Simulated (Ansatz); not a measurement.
## [BH₂···H···Si], triplet in cc-pVDZ: errors against UCCSDT(Q)

Geometry: a point of a hydrogen-transfer path between rigid fragments, not a stationary point.

```xyz
5

B    -2.2960    0.0000    0.0000
H    -2.8928    1.0336    0.0000
H    -2.8928   -1.0336    0.0000
H    -0.9900    0.0000    0.0000
Si    1.1270    0.0000    0.0000
```

Basis cc-pVDZ; Ansatz 0.2.0. Only valence electrons are correlated (noble-gas cores frozen), which leaves 10 electrons in 41 orbitals. Prefix R: restricted or restricted open-shell reference; prefix U: unrestricted. Active spaces: valence = (10e, 11o) chosen from the atoms' valence shells; pair = (4e, 4o) about the gap.

Full CI isn't at hand for all of this; UCCSDT(Q) serves as the reference, and is uncertain by about the last step of the cluster series. The frozen core follows each run's orbitals, which can shift R against U totals by a few meV.

For open shells CISD is restricted-active-space CI with the open shells as a complete middle space.

* UHF ⟨S²⟩: 2.019
* T1 diagnostic (RCCSD): 0.0177
* largest doubles amplitude (RCCSD): 0.068
* T1 diagnostic (UCCSD): 0.0145

| level | E − E(UCCSDT(Q)) (kJ/mol) | share of correlation (%) | wall time |
| --- | --- | --- | --- |
| RHF | 508.1 | 0.00 | – |
| UHF | 497.4 | 2.12 | – |
| RMP2 | 123.5 | 75.69 | – |
| UMP2 | 123.5 | 75.69 | – |
| CISD | 48.3 | 90.49 | 3 s |
| RCCSD | 12.2 | 97.60 | – |
| UCCSD | 11.9 | 97.66 | – |
| RCCSD(T) | 2.9 | 99.43 | 6.5 s |
| UCCSD(T) | 2.8 | 99.44 | 6 s |
| BCCD(T) | 2.9 | 99.44 | 4.4 s |
| RCCSDT | 0.4 | 99.93 | – |
| UCCSDT | 0.3 | 99.93 | – |
| RCCSDT(Q) | 0.0 | 100.00 | 36 s |
| CASSCF (pair space) | 468.2 | 7.86 | – |
| MRCISD (pair space) | 42.5 | 91.64 | – |
| MRCISD+Q (pair space) | -2.0 | 100.40 | 3.1 s |
| CASSCF (valence space) | 334.7 | 34.13 | – |
| NEVPT2 (valence space) | 98.9 | 80.53 | 18 s |

The correlation energy at UCCSDT(Q), counted from RHF, is -5.266 eV. That run took 32 s on 1 thread of Arm Neoverse V1, shared host.

Times hold each run's SCF and search for its determinant on a shared host, so for small cases they say little of a method's own cost; they ran on 1 thread of Arm Neoverse V1.

Natural occupations of CASSCF (valence space) about the gap: 1.979 1.979 1.974 1.959 1.000 1.000 0.043 0.024 0.017 0.017; effectively unpaired electrons, Σ n²(2−n)², 2.02.
